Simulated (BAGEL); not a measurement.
# singlet SiPH3Cl− at 6 levels

Wanted: a comparison of 6 runs (HF/6-31G*, HF/aug-cc-pVDZ, B3LYP/6-31G*, B3LYP/aug-cc-pVDZ, PBE0/aug-cc-pVDZ, RI-MP2/aug-cc-pVDZ) of singlet SiPH3Cl−. 

Program for the calculation: BAGEL 1.2.2.

2 further runs of the same task are left out: 2 set aside as unsound or not needed.

### 1 The molecule

SiPH3Cl− has 6 atoms, charge -1, and is taken as a singlet. SMILES of the parent species: `[PH][SiH2]Cl`. The coordinates come from a GFN2-xTB relaxation. This is one conformer, not always the lowest. That shape belongs to the parent species and isn't relaxed for this state.

Bond lengths: P1–Si2 2.228 Å, Si2–Cl3 2.029 Å, P1–H4 1.392 Å, Si2–H5 1.463 Å, Si2–H6 1.459 Å. Angles: P1–Si2–Cl3 110.6°, P1–Si2–H5 112.8°, P1–Si2–H6 108.5°, Cl3–Si2–H5 106.4°, Cl3–Si2–H6 107.9°, Si2–P1–H4 94.2°, H5–Si2–H6 110.6°.

### 2 The energy at HF/6-31G(d) (density fitting with qzvpp-jkfit, spherical functions) (run 1)

The input, job.json:

```json
{ "bagel" : [

{
  "title" : "molecule",
  "basis" : "6-31gs.json",
  "df_basis" : "qzvpp-jkfit",
  "angstrom" : true,
  "geometry" : [
    { "atom" : "P", "xyz" : [      -1.339730,      -1.164950,      -0.165130 ] },
    { "atom" : "Si", "xyz" : [       0.470670,       0.053950,       0.283950 ] },
    { "atom" : "Cl", "xyz" : [      -0.004750,       2.023370,       0.399910 ] },
    { "atom" : "H", "xyz" : [      -1.621900,      -0.494180,      -1.352200 ] },
    { "atom" : "H", "xyz" : [       1.500480,      -0.061210,      -0.748210 ] },
    { "atom" : "H", "xyz" : [       0.995240,      -0.356970,       1.581680 ] }
  ]
},

{ "title" : "hf", "charge" : -1 },

{ "title" : "print", "file" : "orbitals.molden", "orbitals" : true }

]}
```

The basis set 6-31G* is read from a file made from the Basis Set Exchange's data (not shown).

The run is started by

```sh
$ BAGEL_NUM_THREADS=1 BAGEL job.json > job.out
```

The program printed:

```text
* using 1 threads per process

  ===============================================================
  ===============================================================

  *** Geometry ***

  { "atom" : "P", "xyz" : [     -2.531723,     -2.201436,     -0.312050 ] },
  { "atom" : "Si", "xyz" : [      0.889437,      0.101951,      0.536588 ] },
  { "atom" : "Cl", "xyz" : [     -0.008976,      3.823615,      0.755720 ] },
  { "atom" : "H", "xyz" : [     -3.064947,     -0.933865,     -2.555288 ] },
  { "atom" : "H", "xyz" : [      2.835496,     -0.115670,     -1.413912 ] },
  { "atom" : "H", "xyz" : [      1.880731,     -0.674576,      2.988942 ] },

  Number of auxiliary basis functions:      438

  Since a DF basis is specified, we compute 2- and 3-index integrals:
    o Being stored without compression. Storage requirement is 0.013 GB

  Number of basis functions:       60
  Number of electrons      :       49

    * METHOD: MOLECULE                             0.17

  *** RHF ***

  === Nuclear Repulsion ===
   183.6982006641

      * DIIS with orbital gradients will be used.

  === RHF iteration (6-31gs.json) ===
      0      -1090.83441442          0.01073745           0.04
      1      -1090.90342410          0.00400784           0.04
      2      -1090.91307540          0.00108426           0.04
      3      -1090.91388374          0.00021536           0.04
      4      -1090.91391846          0.00005630           0.04
      5      -1090.91392220          0.00001232           0.04
      6      -1090.91392243          0.00000352           0.04
      7      -1090.91392245          0.00000135           0.04
      8      -1090.91392245          0.00000047           0.04
      9      -1090.91392245          0.00000013           0.04
     10      -1090.91392245          0.00000004           0.04
     11      -1090.91392245          0.00000001           0.04
     12      -1090.91392245          0.00000000           0.04
    * SCF iteration converged.

    * Permanent dipole moment:
           (   -1.367248,    -1.507528,    -0.225460) a.u.

    * METHOD: HF                                   0.62

    * METHOD: PRINT                                0.01

  ===============================================================
```

Wall time 0.93 s (1 thread of Arm Neoverse V1, shared host).

### 3 A single-point energy at HF/aug-cc-pVDZ (density fitting with qzvpp-jkfit) (run 2)

The input, job.json:

```json
{ "bagel": [

{
  "title": "molecule",
  "basis": "aug-cc-pvdz.json",
  "df_basis": "qzvpp-jkfit",
  "angstrom": "true",
  "geometry": [
    { "atom": "P", "xyz": [      -1.339730,      -1.164950,      -0.165130 ] },
    { "atom": "Si", "xyz": [       0.470670,       0.053950,       0.283950 ] },
    { "atom": "Cl", "xyz": [      -0.004750,       2.023370,       0.399910 ] },
    { "atom": "H", "xyz": [      -1.621900,      -0.494180,      -1.352200 ] },
    { "atom": "H", "xyz": [       1.500480,      -0.061210,      -0.748210 ] },
    { "atom": "H", "xyz": [       0.995240,      -0.356970,       1.581680 ] }
  ]
},

{
  "title": "hf",
  "charge": -1
},

{
  "title": "print",
  "file": "orbitals.molden",
  "orbitals": "true"
}

]}
```

The basis set aug-cc-pVDZ is read from a file made from the Basis Set Exchange's data (not shown).

The run is started by

```sh
$ BAGEL_NUM_THREADS=1 BAGEL job.json > job.out
```

The program printed:

```text
* using 1 threads per process

  ===============================================================
  ===============================================================

  *** Geometry ***

  { "atom" : "P", "xyz" : [     -2.531723,     -2.201436,     -0.312050 ] },
  { "atom" : "Si", "xyz" : [      0.889437,      0.101951,      0.536588 ] },
  { "atom" : "Cl", "xyz" : [     -0.008976,      3.823615,      0.755720 ] },
  { "atom" : "H", "xyz" : [     -3.064947,     -0.933865,     -2.555288 ] },
  { "atom" : "H", "xyz" : [      2.835496,     -0.115670,     -1.413912 ] },
  { "atom" : "H", "xyz" : [      1.880731,     -0.674576,      2.988942 ] },

  Number of auxiliary basis functions:      438

  Since a DF basis is specified, we compute 2- and 3-index integrals:
    o Being stored without compression. Storage requirement is 0.041 GB

  Number of basis functions:      108
  Number of electrons      :       49

    * METHOD: MOLECULE                             0.22

  *** RHF ***

  === Nuclear Repulsion ===
   183.6982006641

      * DIIS with orbital gradients will be used.

  === RHF iteration (aug-cc-pvdz.json) ===
      0      -1090.89175710          0.00838743           0.08
      1      -1090.97515338          0.00373881           0.08
      2      -1090.98711861          0.00107162           0.08
      3      -1090.98852125          0.00023208           0.08
      4      -1090.98858375          0.00008803           0.08
      5      -1090.98859406          0.00002259           0.08
      6      -1090.98859479          0.00000851           0.08
      7      -1090.98859489          0.00000355           0.08
      8      -1090.98859491          0.00000120           0.08
      9      -1090.98859491          0.00000048           0.08
     10      -1090.98859491          0.00000017           0.08
     11      -1090.98859491          0.00000006           0.08
     12      -1090.98859491          0.00000002           0.08
     13      -1090.98859491          0.00000001           0.07
    * SCF iteration converged.

    * Permanent dipole moment:
           (   -1.309814,    -1.620013,    -0.258635) a.u.

    * METHOD: HF                                   1.27

    * METHOD: PRINT                                0.03

  ===============================================================
```

Run time: 1.6 s. Hardware: 1 thread of Arm Neoverse V1, shared host; peak memory 0.14 GiB.

Runs 3 to 5 aren't shown in full; the table further down has their settings and results.

### 4 The energy at RI-MP2/aug-cc-pVDZ (density fitting with qzvpp-jkfit) (run 6)

The input, calc.json:

```json
{ "bagel": [

{
  "title": "molecule",
  "basis": "aug-cc-pvdz.json",
  "df_basis": "qzvpp-jkfit",
  "angstrom": true,
  "geometry": [
    { "atom": "P", "xyz": [   -1.339730,   -1.164950,   -0.165130 ] },
    { "atom": "Si", "xyz": [    0.470670,    0.053950,    0.283950 ] },
    { "atom": "Cl", "xyz": [   -0.004750,    2.023370,    0.399910 ] },
    { "atom": "H", "xyz": [   -1.621900,   -0.494180,   -1.352200 ] },
    { "atom": "H", "xyz": [    1.500480,   -0.061210,   -0.748210 ] },
    { "atom": "H", "xyz": [    0.995240,   -0.356970,    1.581680 ] }
  ]
},
{
  "title": "hf",
  "charge": -1
},
{
  "title": "mp2",
  "charge": -1,
  "ncore": 15
}

]}
```

The basis set aug-cc-pVDZ is read from a file made from the Basis Set Exchange's data (not shown).

The run is started by

```sh
$ BAGEL_NUM_THREADS=1 BAGEL calc.json > calc.out
```

The program printed:

```text
* using 1 threads per process

  ===============================================================
  ===============================================================

  *** Geometry ***

  { "atom" : "P", "xyz" : [     -2.531723,     -2.201436,     -0.312050 ] },
  { "atom" : "Si", "xyz" : [      0.889437,      0.101951,      0.536588 ] },
  { "atom" : "Cl", "xyz" : [     -0.008976,      3.823615,      0.755720 ] },
  { "atom" : "H", "xyz" : [     -3.064947,     -0.933865,     -2.555288 ] },
  { "atom" : "H", "xyz" : [      2.835496,     -0.115670,     -1.413912 ] },
  { "atom" : "H", "xyz" : [      1.880731,     -0.674576,      2.988942 ] },

  Number of auxiliary basis functions:      438

  Since a DF basis is specified, we compute 2- and 3-index integrals:
    o Being stored without compression. Storage requirement is 0.041 GB

  Number of basis functions:      108
  Number of electrons      :       49

    * METHOD: MOLECULE                             0.22

  *** RHF ***

  === Nuclear Repulsion ===
   183.6982006641

      * DIIS with orbital gradients will be used.

  === RHF iteration (aug-cc-pvdz.json) ===
      0      -1090.89175710          0.00838743           0.08
      1      -1090.97515338          0.00373881           0.08
      2      -1090.98711861          0.00107162           0.08
      3      -1090.98852125          0.00023208           0.08
      4      -1090.98858375          0.00008803           0.08
      5      -1090.98859406          0.00002259           0.08
      6      -1090.98859479          0.00000851           0.08
      7      -1090.98859489          0.00000355           0.08
      8      -1090.98859491          0.00000120           0.08
      9      -1090.98859491          0.00000048           0.08
     10      -1090.98859491          0.00000017           0.08
     11      -1090.98859491          0.00000006           0.08
     12      -1090.98859491          0.00000002           0.08
     13      -1090.98859491          0.00000001           0.08
    * SCF iteration converged.

    * Permanent dipole moment:
           (   -1.309814,    -1.620013,    -0.258635) a.u.

    * METHOD: HF                                   1.31

  *** RHF ***

  === Nuclear Repulsion ===
   183.6982006641

      * DIIS with orbital gradients will be used.

  === RHF iteration (aug-cc-pvdz.json) ===
      0      -1090.98859491          0.00000000           0.08
    * SCF iteration converged.

    * Permanent dipole moment:
           (   -1.309815,    -1.620013,    -0.258635) a.u.

  === DF-MP2 calculation ===

    * freezing 15 orbitals
    * 3-index integral transformation done
    * assembly done

      MP2 correlation energy:   -0.3915877675      0.04

      MP2 total energy:       -1091.3801826804

    * METHOD: MP2                                  0.21

  ===============================================================
```

It took 1.9 s on 1 thread of Arm Neoverse V1, shared host; peak memory 0.14 GiB.

### 5 The series

```
run                                                                 level  frozen core orbitals   energy (Eh)  HOMO energy (eV)  LUMO energy (eV)  HOMO–LUMO gap (eV)  wall time
  1     HF/6-31G* (density fitting with qzvpp-jkfit, spherical functions)                     –  -1090.913922             -1.77              8.43               10.21     0.93 s
  2                     HF/aug-cc-pVDZ (density fitting with qzvpp-jkfit)                     –  -1090.988595             -2.12              3.97                6.09      1.6 s
  3  B3LYP/6-31G* (density fitting with qzvpp-jkfit, spherical functions)                     –  -1092.911633              0.59              5.25                4.66      4.2 s
  4                  B3LYP/aug-cc-pVDZ (density fitting with qzvpp-jkfit)                     –  -1092.991760             -0.02              3.02                3.03      8.1 s
  5                   PBE0/aug-cc-pVDZ (density fitting with qzvpp-jkfit)                     –  -1092.535143             -0.20              3.17                3.37      8.1 s
  6                 RI-MP2/aug-cc-pVDZ (density fitting with qzvpp-jkfit)                    15  -1091.380183                 –                 –                   –      1.9 s
```

### 6 Results

| quantity | value |
| --- | --- |
| run 6: total energy | -1091.38018 Eh |
| run 6: correlation energy (15 core orbitals frozen) | -391.6 mEh |

Over runs 1, 2, 3, 4, 5 the HOMO–LUMO gap runs from 3.03 eV (B3LYP/aug-cc-pVDZ) to 10.21 eV (HF/6-31G*). The two ends differ in method and basis. The empty levels of an anion lie above zero and hang on the basis. Totals of different functionals can't be ranked against each other. In run 3 the HOMO lies above zero, so the outermost electron may be held by the basis alone. All runs together took 25 s, the longest 8.1 s.
